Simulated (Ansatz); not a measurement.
# A rate constant, worked out

An elementary step of CH5ClSi, singlet (CH₅ClSi ([CH3][SiH2][Cl]) → CH₄Si ([CH2][SiH2]) + HCl; Si–Cl, C–H broken or loosened, Cl–H formed or tightened). The start structure is the reactant molecule, and the electronic barrier above it is 3.595 eV by CCSD(T) at an estimated basis limit (MP2 extrapolated from triple and quadruple zeta, plus CCSD(T) − MP2 in triple zeta). Computed with Ansatz 0.2.0 (basis: def2-TZVPP and def2-QZVPP); correlated methods freeze the cores. Extrapolation: Hartree–Fock as exp(−7.88 √X), correlation as X^−2.97. Harmonic wavenumbers at PBE0-D4/def2-TZVP (Ansatz 0.2.0), in cm⁻¹:

Start: 166, 198, 491, 528, 678, 699, 755, 883, 910, 959, 1278, 1442, 1448, 2238, 2242, 3053, 3138, 3149.

Saddle: 600i, 153, 278, 472, 572, 604, 639, 700, 835, 921, 944, 987, 1248, 1376, 2280, 2306, 3162, 3257.

Question: Work out the transition-state-theory rate constant at 700 K from these numbers alone (harmonic vibrations; rotation, path degeneracy and anharmonicity left out), and the Wigner tunnelling factor. Use 1 cm⁻¹ = 1.2398 × 10⁻⁴ eV and k_B = 8.617 × 10⁻⁵ eV/K.

Answer: Zero-point energies, half the sums: start 24255/2 cm⁻¹ = 1.5036 eV; saddle, real modes only, 20734/2 cm⁻¹ = 1.2853 eV.
Barrier with zero-point energy: 3.595 + 1.2853 − 1.5036 = 3.3767 eV.
k_BT = 0.06032 eV, so the barrier is 55.98 k_BT.
Vibrational partition functions from the zero-point level, ln q = −Σ ln(1 − exp(−hν/k_BT)): start 4.698, saddle 4.732.
k = (k_BT/h) exp(ln q‡ − ln q) exp(−E0/k_BT), with log₁₀(k_BT/h in s⁻¹) = 13.16: log₁₀ k = 13.16 + (0.034 − 55.98)/2.3026 = -11.14, so k ≈ 7 × 10^(-12) s⁻¹.
Wigner factor: 1 + (hν‡/k_BT)²/24 = 1 + (1.23)²/24 = 1.06. A change of 1 kcal/mol (0.043 eV) in the barrier would change k by a factor of 2.1 at this temperature.

T1 diagnostic: at most 0.014. The restricted Hartree–Fock reference is unstable towards an unrestricted one at one or more of these structures.

Labels in which every atom is bracketed show which atoms are joined, not bond orders.

For scale, one of the runs: CCSD(T)/def2-TZVPP, 185 basis functions, launched by `ansatz run in.yaml --threads 2 --pin off --events-out ev --progress --plain --max-ram 4352MiB`. Time: 28 s of wall clock on 2 CPU threads of an Arm Neoverse V2; the host was shared. Peak host memory: 1.7 GiB.
